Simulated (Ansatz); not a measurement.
Predict the output of the script below (Ansatz's Python interface).

`c2h4_composite.py`:
```python
import ansatz
import numpy as np


def main() -> None:
    geometry_ang = [
        ("C", (-0.08688, -0.63679, -0.14222)),
        ("C", (0.08665, 0.63672, 0.14216)),
        ("H", (0.03118, -1.40901, 0.6004)),
        ("H", (-0.35624, -0.96985, -1.13123)),
        ("H", (-0.02925, 1.40908, -0.60062)),
        ("H", (0.35454, 0.96985, 1.13152)),
    ]
    molecule = ansatz.Crystal.molecule()
    for symbol, xyz in geometry_ang:
        molecule = molecule.atom(symbol, xyz)

    base = (
        molecule.calculation()
        .basis(gaussian="def2-SVP")
        .functional("r2scan", dispersion="d4")
        .accuracy("medium")
    )
    symbols = [site.symbol for site in molecule.cartesian_sites]
    start = np.array([site.position_ang for site in molecule.cartesian_sites], dtype=float)
    data = base.relax(force_tolerance=0.01).run(threads=1).report
    end = np.array(data["positions_ang"])
    print("final positions (A) and the move of each atom")
    for symbol, xyz, old in zip(symbols, end, start):
        print(f"{symbol:2s} {xyz[0]:10.5f} {xyz[1]:10.5f} {xyz[2]:10.5f}   {np.linalg.norm(xyz - old):7.4f}")

    minimum = ansatz.Crystal.molecule()
    for symbol, place in zip(symbols, end):
        minimum = minimum.atom(symbol, place.tolist())
    at_minimum = minimum.calculation()
    level = lambda method, basis: at_minimum.basis(gaussian=basis).correlation(method).run(threads=1).report
    small, large, cluster = level("mp2", "cc-pVDZ"), level("mp2", "cc-pVTZ"), level("ccsd_t", "cc-pVDZ")
    corr = lambda each: (each["free_energy_ev"] - each["reference_energy_ev"]) / 27.211386246
    mp2_limit = (27 * corr(large) - 8 * corr(small)) / 19
    pieces = {"HF / cc-pVTZ": large["reference_energy_ev"] / 27.211386246, "MP2 correlation, DZ-TZ limit": mp2_limit, "CCSD(T) - MP2 / cc-pVDZ": corr(cluster) - corr(small)}
    for name, value in pieces.items():
        print(f"{name:32s} {value:14.6f} Ha")
    print(f"{'sum':32s} {sum(pieces.values()):14.6f} Ha")
    print("T1 diagnostic", round(cluster["correlation"]["coupled_cluster"]["t1_diagnostic"], 4))


if __name__ == "__main__":
    main()
```

```console
$ python c2h4_composite.py
final positions (A) and the move of each atom
C    -0.08815   -0.64525   -0.14400    0.0087
C     0.08816    0.64525    0.14400    0.0089
H     0.03245   -1.42555    0.61500    0.0221
H    -0.36082   -0.97762   -1.15131    0.0220
H    -0.03246    1.42555   -0.61499    0.0221
H     0.36081    0.97762    1.15132    0.0222
HF / cc-pVTZ                         -78.062711 Ha
MP2 correlation, DZ-TZ limit          -0.361461 Ha
CCSD(T) - MP2 / cc-pVDZ               -0.040194 Ha
sum                                  -78.464366 Ha
T1 diagnostic 0.01
```

What to keep in mind:
- The settings weren't tested for convergence.
- The sum leaves out core correlation, relativity, the Hartree-Fock basis error and zero-point energy; a DZ-TZ extrapolation is rough.
- Inner cores stay frozen, so this is valence correlation.
- Wall time of the script: 14 s on 1 thread of Arm Neoverse N1, with other jobs on the host, peak memory 0.22 GiB.
